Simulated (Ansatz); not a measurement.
The input, for Ansatz 0.2.0:

```yaml
crystal:
  periodic: [false, false, false]
  atoms:
    - {symbol: P, position_ang: [0.000000, 0.000000, 0.000000]}
    - {symbol: H, position_ang: [0.000000, 0.000000, 1.558600]}
basis:
  gaussian: {orbitals: aug-cc-pVDZ}
magnetization: {spin_polarized: true, initial_magnetization: 4}
correlation: {method: ccsdt_q, electrons: outside_noble_gas}
```

```sh
$ ansatz run in.yaml --threads 1 --pin off --events-out ev --progress --plain --max-ram 2393MiB
```

Q: Roughly how long does this take on 1 thread of Arm Neoverse V1, shared host, and how much host memory?

A: 3.2 s wall and 0.12 GiB.

```
593 factors; integrals over basis functions are off by at most 1.5e-7 eV
mean field evaluation 1: about -9281.0475 eV, gradient 5.2e0 eV
mean field evaluation 2: about -9281.0481 eV, gradient 5.2e0 eV
mean field evaluation 4: about -9281.4797 eV, gradient 8.5e-1 eV
mean field evaluation 8: about -9281.5108 eV, gradient 5.9e-3 eV
mean field evaluation 16: about -9281.5084 eV, gradient 1.7e-1 eV
mean field evaluation 32: about -9279.0797 eV, gradient 1.8e-3 eV
mean field evaluation 64: about -9278.8649 eV, gradient 2.2e0 eV
mean field -9281.51084235 eV, -341.0892322223 hartree, gradient 2.8e-6 eV, S^2 6.004845; 2 other end points of the search recorded, 0 dependent functions left out
determinant -9281.51084235 eV, -341.0892322223 hartree, with singles and doubles -9283.98964857 eV, -341.1803266707 hartree
determinant -9279.07973721 eV, -340.9998907563 hartree, with singles and doubles -9281.54019967 eV, -341.0903110838 hartree
determinant -9278.17826651 eV, -340.9667623190 hartree, with singles and doubles -9280.55188885 eV, -341.0539913311 hartree
5 core orbitals not correlated: weight in the atoms' cores, before any rotation towards them, 1.000 or more for the frozen orbitals, at most 0.000 for the correlated occupied ones
reference -9281.51084235 eV, -341.0892322223 hartree; 5, 1 occupied and 26, 30 virtual orbitals, 593 factors
second order -1.94173470 eV of doubles, -0.00000000 eV of singles
cycle   1  -2.33202787 eV  change   -3.9e-1 eV  update   5.6e-2
cycle   2  -2.53750855 eV  change   -2.1e-1 eV  update   2.7e-2
cycle   3  -2.56127974 eV  change   -2.4e-2 eV  update   1.2e-2
cycle   4  -2.56568114 eV  change   -4.4e-3 eV  update   5.8e-3
cycle   5  -2.56248787 eV  change    3.2e-3 eV  update   2.3e-3
cycle   6  -2.56288283 eV  change   -3.9e-4 eV  update   8.3e-4
cycle   7  -2.56339188 eV  change   -5.1e-4 eV  update   4.0e-4
cycle   8  -2.56312944 eV  change    2.6e-4 eV  update   1.5e-4
cycle   9  -2.56303260 eV  change    9.7e-5 eV  update   6.0e-5
cycle  10  -2.56307683 eV  change   -4.4e-5 eV  update   2.2e-5
cycle  11  -2.56309010 eV  change   -1.3e-5 eV  update   9.2e-6
cycle  12  -2.56308778 eV  change    2.3e-6 eV  update   4.1e-6
cycle  13  -2.56308322 eV  change    4.6e-6 eV  update   1.7e-6
cycle  14  -2.56308318 eV  change    4.2e-8 eV  update   5.9e-7
cycle  15  -2.56308366 eV  change   -4.8e-7 eV  update   2.2e-7
cycle  16  -2.56308389 eV  change   -2.3e-7 eV  update   9.0e-8
perturbative correction -0.00322279 eV, -0.0001184353 hartree
Total energy: -9284.07714902 eV, -341.1835422531 hartree
```

For the same geometry and basis full CI lies 0.7 meV lower.
